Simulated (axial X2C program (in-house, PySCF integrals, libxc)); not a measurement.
## Spin–orbit effects along a row: molecules with H, HF

Computed with an in-house relativistic program for diatomic molecules, spin-free (one-electron X2C) or two-component (2c: spin–orbit coupling with atomic mean-field Coulomb and Gaunt terms, which also bring small scalar terms), in Dyall basis sets with cores contracted in-house; open shells are unrestricted.

Basis sets: Al dyall-v3z, Cl dyall-av3z, H dyall-v3z, Mg dyall-cv3z, P dyall-v3z, Si dyall-v3z.

```tsv
molecule	spin-free state	Re (Å)	ωe (cm⁻¹)	De (eV)	2c state	Re 2c (Å)	ωe 2c (cm⁻¹)	De 2c (eV)
MgH	M_S = 1/2, Λ = 0	1.731	1545.3	1.18	Ω = 1/2	1.731	1545.1	1.18
AlH	M_S = 0, Λ = 0	1.651	1728.3	2.26	Ω = 0	1.651	1728.1	2.26
SiH	M_S = 1/2, Λ = 1	1.518	2123.7	2.16	Ω = 1/2	1.518	2123.0	2.16
PH	M_S = 1, Λ = 0	1.414	2488.5	2.21	Ω = 1	1.415	2487.9	2.21
HCl	M_S = 0, Λ = 0	1.267	3133.0	3.30	Ω = 0	1.267	3132.2	3.24
```

Each entry is the lowest single determinant of a limited PBE0 search at one distance. De goes to single-determinant-based atoms at the same level (for ions the charge split of lowest energy) and is withheld (n/a) where an atom does not fit its ground term or J level. Main or longest-lived isotopes. One determinant is a doubtful description, or other states lie close, for PH; these need not be ground states, and all values refer to the states named. Some open-shell Ω = 0 determinants are out of reach, so the Ω given for PH need not be the lowest component. With several unpaired electrons the Ω given is that of one determinant, not necessarily of the lowest component. Some light 2c atoms are not at their ground J level, so De misses part of their lowering (0.04 eV or less).
